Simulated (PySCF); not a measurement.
Molecule: `C1(F)=C(C)C1`, C4H5F.

Molfile (atoms numbered from 1):
```
C4H5F
     RDKit          3D

 10 10  0  0  0  0  0  0  0  0999 V2000
    1.4193   -0.3941    0.3301 C   0  0  0  0  0  0  0  0  0  0  0  0
    0.1092    0.1399   -0.0674 C   0  0  0  0  0  0  0  0  0  0  0  0
   -0.7123    0.9880   -0.5885 C   0  0  0  0  0  0  0  0  0  0  0  0
   -0.9075    2.1255   -1.2073 F   0  0  0  0  0  0  0  0  0  0  0  0
   -1.4029   -0.1802   -0.0354 C   0  0  0  0  0  0  0  0  0  0  0  0
    1.6029   -1.3710   -0.1457 H   0  0  0  0  0  0  0  0  0  0  0  0
    2.2319    0.2899    0.0470 H   0  0  0  0  0  0  0  0  0  0  0  0
    1.4612   -0.5534    1.4198 H   0  0  0  0  0  0  0  0  0  0  0  0
   -1.9499   -0.1078    0.9211 H   0  0  0  0  0  0  0  0  0  0  0  0
   -1.8036   -0.9634   -0.7027 H   0  0  0  0  0  0  0  0  0  0  0  0
  1  2  1  0
  2  3  2  0
  3  4  1  0
  3  5  1  0
  5  2  1  0
  1  6  1  0
  1  7  1  0
  1  8  1  0
  5  9  1  0
  5 10  1  0
M  END
```

Geometry PBE0-D3(BJ)/def2-SVP throughout; GIAO in PySCF 2.14.0 with density-fitted response routines, gas phase, one conformer, non-relativistic; equivalent atoms averaged; basis pcSseg-2.

For orientation, PBE gives these absolute shieldings σ: C3 30.7, C2 98.6, C5 152.6, C1 169.2, F4 314.0, H6/H7/H8 29.30, H9/H10 29.15 ppm.

A run gave: C3 41.1, C2 106.4, C5 154.2, C1 169.9, F4 315.6, H6/H7/H8 29.44, H9/H10 29.25 ppm (absolute shieldings σ).

Which functional was used in that run?
A. HF
B. LDA
C. B3LYP
D. KT3

Answers

D. C3 tells them apart best: KT3 gives 41.1, B3LYP gives 30.3, HF gives 49.8, LDA gives 26.8 ppm.
